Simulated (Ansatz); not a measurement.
The first iterations of a band of AlClFH$_{3}$ (6 atoms, charge 0, multiplicity 1).

These are results of Ansatz, RKS B3LYP/def2-SVP, not measurements.

```
movable images  : 7
climbing image  : yes
spring          : 5.0 eV/Å²
optimiser       : quadratic models (default)
start path      : through a guess of the saddle point
force threshold : 0.03 eV/Å
iteration limit : 60
end points      : relaxed
```

Initial state:

```xyz
6
Properties=species:S:1:pos:R:3
Al 0.009 -0.064 0.077
Cl 0.005 0.260 2.261
H 1.407 0.149 -0.613
H -1.402 0.071 -0.607
F 0.058 -2.001 0.683
H 0.069 -1.712 1.609
```

Final state:

```xyz
6
Properties=species:S:1:pos:R:3
Al 0.017 -0.376 -0.229
Cl 0.017 -0.032 2.458
H 1.407 0.238 -0.645
H -1.409 0.161 -0.633
F 0.063 -1.987 0.332
H 0.050 -1.300 2.127
```

| iteration | highest image above the first end (eV) | largest band force component (eV/Å) |
| --- | --- | --- |
| 1 | 0.799 | 2.606 |
| 2 | 0.231 | 1.072 |

Task: Does the band converge within its limit, and where does its top end?

Result: It converged. It ended after 7 iterations with the highest image 0.176 eV above the first end. A vibrational analysis at the climbing image gives one clearly imaginary mode, 533i cm⁻¹: a first-order saddle point. The orbitals stay closed-shell, which can raise the energy where a bond breaks towards radicals; this wasn't checked here.

The run took 2.8 min on 1 thread of Arm Neoverse N1 (shared host), peak memory 0.12 GiB.
